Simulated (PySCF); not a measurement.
Spectrum to structure. The calculation used TDDFT PBE0/def2-SVPD, vertical, gas phase, core orbitals frozen in the response (PySCF 2.14.0, density-fitted response routines). Geometries: GFN2-xTB, one conformer each.

```tsv
state	E (eV)	λ (nm)	f
S1	4.85	255.8	0.0002
S2	6.43	192.8	0.037
S3	7.23	171.5	0.013
S4	7.27	170.5	0.060
S5	7.59	163.4	0.162
S6	7.74	160.2	0.0042
```

**Question.** Which structure fits? All have the formula C4H9N.
A. `NC1CCC1`
B. `CC(/C=N\[H])C`
C. `CC/N=C\C`

**Answer.** C. Its S1, at 4.85 eV, is the lowest among the candidates; the nearest of the others has S1 at 5.21 eV. S1 is HOMO→LUMO (99%). Löwdin shares by element: HOMO nitrogen 57%, carbon 29% or more; LUMO carbon 47% or more, nitrogen 34% (atoms not listed hold the other 18%). At the same level the other candidates give, for their lowest levels:
- `NC1CCC1`: 6.16 eV (f 0.032); 6.77 eV (f 0.004); 6.88 eV (f 0.007); 7.34 eV (f 0.014); 7.94 eV (f 0.002); T1 5.90 eV; HOMO -6.66, LUMO 0.81 eV
- `[H]/N=C\C(C)C`: 5.21 eV (f 0.001); 6.94 eV (f 0.009); 7.27 eV (f 0.039); 7.81 eV (f 0.035); 7.90 eV (f 0.000); T1 4.36 eV; HOMO -7.23, LUMO 0.01 eV

Shape of the structure used: `[CH3:1]/[CH:2]=[N:3]\[CH2:4][CH3:5]`: C2–N3–C4–C5 180°.
Triplets come from the Tamm–Dancoff approximation.
